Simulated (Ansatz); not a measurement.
# CH3BN radical: functionals against CCSD(T) at one geometry

The atoms stand at a structure displaced at random from a GFN2-xTB minimum. How far do the functionals agree with CCSD(T) there?

Method: single points in def2-TZVPP; program: Ansatz 0.2.0, Gaussian basis.

Cores are frozen in the correlated methods. Orbitals are unrestricted.

## Step 1: Starting geometry

SMILES `[BH]C=N`, 6 atoms, charge 0, spin multiplicity 2.

Atoms are counted from 1 here; the program's logs count them from 0.

Bond lengths: B1–C2 1.396 Å, B1–H4 1.165 Å, C2–N3 1.297 Å, C2–H5 1.216 Å, N3–H6 1.027 Å. Angles: C2–B1–H4 167.7°, B1–C2–N3 143.6°, B1–C2–H5 99.7°, N3–C2–H5 116.7°, C2–N3–H6 119.8°.

Coordinates:

```xyz
6
charge 0, multiplicity 2
B    -1.11440    0.10870   -0.61060
C     0.08230   -0.02230    0.09590
N     0.59240   -0.41020    1.22410
H    -1.96550    0.30560   -1.38080
H     0.85730    0.41940   -0.73050
H     1.60480   -0.33650    1.37850
```

## Step 2: CCSD(T)/def2-TZVPP

Input file run/in.yaml:

```yaml
crystal:
  periodic: [false, false, false]
  atoms:
    - {symbol: B, position_ang: [-1.114400, 0.108700, -0.610600]}
    - {symbol: C, position_ang: [0.082300, -0.022300, 0.095900]}
    - {symbol: N, position_ang: [0.592400, -0.410200, 1.224100]}
    - {symbol: H, position_ang: [-1.965500, 0.305600, -1.380800]}
    - {symbol: H, position_ang: [0.857300, 0.419400, -0.730500]}
    - {symbol: H, position_ang: [1.604800, -0.336500, 1.378500]}
basis:
  gaussian: {orbitals: def2-TZVPP}
magnetization: {spin_polarized: true, initial_magnetization: 1}
correlation: {method: ccsd_t}
scf: {omitted_lower_state_checks: [cluster_reference]}
output: {forces: true}
```

The command line of these runs was not kept.

## Step 3: PBE0-D4/def2-TZVPP

run/in.yaml: that of step 2 with these lines changed.

```diff
@@ -12,4 +12,3 @@
 magnetization: {spin_polarized: true, initial_magnetization: 1}
-correlation: {method: ccsd_t}
-scf: {omitted_lower_state_checks: [cluster_reference]}
-output: {forces: true}
+hamiltonian: {xc: pbe0, dispersion: d4}
+output: {forces: true, orbitals: {seedname: orbitals}}
```

## Step 4: wB97M-V/def2-TZVPP

run/in.yaml: that of step 3 with these lines changed.

```diff
@@ -12,3 +12,3 @@
 magnetization: {spin_polarized: true, initial_magnetization: 1}
-hamiltonian: {xc: pbe0, dispersion: d4}
-output: {forces: true, orbitals: {seedname: orbitals}}
+hamiltonian: {xc: {name: wB97M-V}}
+output: {forces: true}
```

## Step 5: r2SCAN-D4/def2-TZVPP

run/in.yaml: that of step 4 with these lines changed.

```diff
@@ -12,3 +12,3 @@
 magnetization: {spin_polarized: true, initial_magnetization: 1}
-hamiltonian: {xc: {name: wB97M-V}}
+hamiltonian: {xc: r2scan, dispersion: d4}
 output: {forces: true}
```

## Step 6: PBE-D4/def2-TZVPP

run/in.yaml: that of step 5 with these lines changed.

```diff
@@ -12,3 +12,3 @@
 magnetization: {spin_polarized: true, initial_magnetization: 1}
-hamiltonian: {xc: r2scan, dispersion: d4}
+hamiltonian: {xc: pbe, dispersion: d4}
 output: {forces: true}
```

## Step 7: LC-wPBE/def2-TZVPP

run/in.yaml: that of step 6 with these lines changed.

```diff
@@ -12,3 +12,3 @@
 magnetization: {spin_polarized: true, initial_magnetization: 1}
-hamiltonian: {xc: pbe, dispersion: d4}
+hamiltonian: {xc: {name: LC-wPBE}}
 output: {forces: true}
```

## Step 8: r2SCANh-D4/def2-TZVPP

run/in.yaml: that of step 7 with these lines changed.

```diff
@@ -12,3 +12,3 @@
 magnetization: {spin_polarized: true, initial_magnetization: 1}
-hamiltonian: {xc: {name: LC-wPBE}}
+hamiltonian: {xc: {name: r2SCANh}, dispersion: d4}
 output: {forces: true}
```

(Steps that only read results are left out.)

What does the calculation give? Wanted: energy less free atoms, CCSD(T)/def2-TZVPP; RMS force component; RMS force error; HOMO and LUMO, PBE0-D4; T1 diagnostic.

**Answer**, as computed:

| quantity | value |
| --- | --- |
| energy less free atoms, CCSD(T)/def2-TZVPP | -477.1 kcal/mol |
| RMS force component | 0.884 to 1.081 eV/Å over the methods |
| RMS force error | PBE0-D4 0.233, wB97M-V 0.179, r2SCAN-D4 0.222, PBE-D4 0.256, LC-wPBE 0.252, r2SCANh-D4 0.223 eV/Å |
| HOMO and LUMO, PBE0-D4 | -5.87 and -2.21 eV |
| T1 diagnostic | 0.033 |

Against CCSD(T) the functionals' energies less atoms differ by -47.2 to -22.4 kcal/mol, PBE-D4 by -47.2 kcal/mol. CCSD(T) in triple zeta still lacks some correlation energy of the bonds, so part of these gaps is its own basis error and they don't rank the functionals. The forces of wB97M-V come nearest to CCSD(T), those of PBE-D4 are farthest. Frozen-core CCSD(T) forces in triple zeta carry basis errors of their own, and this is one geometry, so small gaps rank nothing. The unrestricted reference is spin-contaminated, which hurts MP2 most.
